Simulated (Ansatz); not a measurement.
The same path of Al2ClH2 (5 atoms, charge 0, multiplicity 2) was run twice with different band settings. Lost on the way: Al2–H5. Made: Al1–H5.

Theory: Ansatz 0.2.0, UKS PBE0/def2-SVP.

Relaxed end points:

```xyz
5
Properties=species:S:1:pos:R:3
Al -1.324 -0.360 -1.028
Al 0.784 -0.092 0.391
Cl 1.869 1.717 0.130
H -2.856 -0.022 -0.691
H 1.527 -1.243 1.199
```

```xyz
5
Properties=species:S:1:pos:R:3
Al -0.654 -0.808 -0.174
Al 0.765 1.172 0.644
Cl 2.276 2.386 -0.219
H -2.164 -0.490 -0.582
H -0.224 -2.259 0.332
```

Common settings: movable images 5; climbing image yes; spring 5.0 eV/Å²; optimiser quadratic models (default); start path through a guess of the saddle point; iteration limit 60; end points relaxed.

| run | force threshold |
| --- | --- |
| 1 | 0.05 eV/Å |
| 2 | 0.5 eV/Å |

Problem. What does each run give, and how far can it be trusted?

Solution. Run 1: converged after 15 iterations, highest image 0.409 eV above the first end. A vibrational analysis at the climbing image gives one clearly imaginary mode, 229i cm⁻¹: a first-order saddle point.
Run 2: converged after 4 iterations, highest image 0.623 eV above the first end. The threshold of 0.5 eV/Å is loose, so the images may lie well off the minimum-energy path. The order of the stationary point at the top wasn't checked.
